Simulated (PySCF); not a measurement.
# BF: from the state search to spectroscopic constants

One table from this session's results is given with a row withheld; the runs are named, their logs left out.

Method: B STO-3G, F STO-3G, no relativity; program: PySCF 2.14.0.

The first run:

Settings of the job:

```yaml
atoms: B, F
charge: 0
basis: B STO-3G, F STO-3G
Hamiltonian: no relativity
basis_functions: 10
electrons_treated: 14
masses_in_u: 11.0093, 18.9984
levels: PBE0, PBE, r²SCAN, r²SCANh, TPSSh, M06-2X, ωB97X, HF, MP2, SCS-MP2, CCSD, CCSD(T)
grid: 80 radial by 434 angular points
occupations: held fixed by the projection of orbital angular momentum
dissociation_limit: B + F, each in its ground configuration
starting_distance_in_angstrom: 1.430
values_of_2S_to_try: 0, 2
```

Started as:

```
$ OMP_NUM_THREADS=1 python dia.py task.json out
```

Steps of the session up to this table: The job; First curve: PBE0; Excited determinants; PBE (GGA); r²SCAN (meta-GGA); r²SCANh; TPSSh (hybrid meta-GGA); M06-2X; ωB97X; RHF (mean field); MP2 and coupled cluster.

One of the session's tables, all rows but one given; the rest of the session is left out.

Energy (eV) from each level's lowest point:

| R (Å) | RHF | RHF-MP2 | RHF-SCS-MP2 | RHF-CCSD | RHF-CCSD(T) |
| --- | --- | --- | --- | --- | --- |
| 1.091 | 1.138 | 1.237 | 1.234 | n/a | n/a |
| 1.141 | 0.447 | 0.508 | 0.507 | 0.564 | 0.609 |
| 1.192 | 0.096 | 0.124 | 0.124 | 0.159 | 0.186 |
| 1.230 | ? | ? | ? | ? | ? |
| 1.268 | 0.015 | 0.000 | 0.000 | 0.000 | 0.000 |
| 1.306 | 0.116 | 0.083 | 0.082 | 0.064 | 0.050 |
| 1.357 | 0.356 | 0.300 | 0.296 | 0.253 | 0.222 |
| 1.420 | 0.773 | 0.694 | 0.683 | 0.609 | 0.557 |
| 1.496 | 1.388 | 1.284 | 1.260 | 1.147 | 1.073 |
| 1.598 | 2.316 | 2.183 | 2.133 | n/a | n/a |

Estimate the missing values for R (Å) = 1.230.

Worked estimate for «RHF». A straight line through the neighbours (1.192, 0.096) and (1.268, 0.015) gives 0.096 + (0.015 − 0.096) × (1.230 − 1.192) / (1.268 − 1.192) = 0.056; a parabola fitted to 4 rows on both sides gives -0.004.

As computed: RHF: 0.000; RHF-MP2: 0.006; RHF-SCS-MP2: 0.006; RHF-CCSD: 0.024; RHF-CCSD(T): 0.037. In «RHF» the line misses by +0.056 and the parabola by -0.004.

State 2 has its PBE0 minimum 3.20 eV higher. The other levels ran on the lowest alone.
